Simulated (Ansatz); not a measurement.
The same path of CH6Si + H2O (11 atoms, charge 0, multiplicity 1) was run twice with different band settings. Lost on the way: Si1–C2, O9–H11. Made: Si1–O9, C2–H11.

All numbers below come from RHF/def2-SVP in Ansatz.

Relaxed end points:

```xyz
11
Properties=species:S:1:pos:R:3
Si 0.340 -0.266 0.198
C 0.497 -0.059 2.061
H 0.778 -1.003 2.535
H 1.260 0.682 2.308
H -0.456 0.270 2.476
H 1.632 -0.702 -0.393
H -0.045 1.009 -0.459
H -0.676 -1.293 -0.151
O -2.845 0.653 1.160
H -2.870 1.234 0.414
H -3.180 -0.173 0.845
```

```xyz
11
Properties=species:S:1:pos:R:3
Si -0.602 0.136 -1.314
C -0.033 -0.175 3.459
H -0.771 0.021 4.238
H 0.169 -1.246 3.414
H 0.889 0.357 3.694
H 0.719 0.789 -1.305
H -1.275 0.379 -2.612
H -0.442 -1.329 -1.153
O -1.467 0.781 -0.063
H -2.336 0.472 0.135
H -0.416 0.167 2.498
```

Common settings: movable images 7; climbing image yes; spring 5.0 eV/Å²; optimiser quadratic models (default); start path through a guess of the saddle point; iteration limit 60; end points relaxed.

| run | force threshold |
| --- | --- |
| 1 | 0.05 eV/Å |
| 2 | 0.5 eV/Å |

**Question.** What does each run give, and how far can it be trusted?

**Answer.** Run 1: converged after 48 iterations, highest image 2.929 eV above the first end. The profile has 2 maxima (images 1, 4) with wells between them (image 2): this band takes more than one step, which may be the mechanism or a detour left from its start path. Neighbouring images differ by up to 3.8 eV, so the band resolves the path poorly. A vibrational analysis at the climbing image gives one clearly imaginary mode, 1364i cm⁻¹: a first-order saddle point.
Run 2: converged after 20 iterations, highest image 3.061 eV above the first end. The threshold of 0.5 eV/Å is loose, so the images may lie well off the minimum-energy path. The profile has 2 maxima (images 1, 4) with wells between them (image 2): this band takes more than one step, which may be the mechanism or a detour left from its start path. Neighbouring images differ by up to 3.6 eV, so the band resolves the path poorly. The order of the stationary point at the top wasn't checked.
The orbitals stay closed-shell, which can raise the energy where a bond breaks towards radicals; this wasn't checked here.
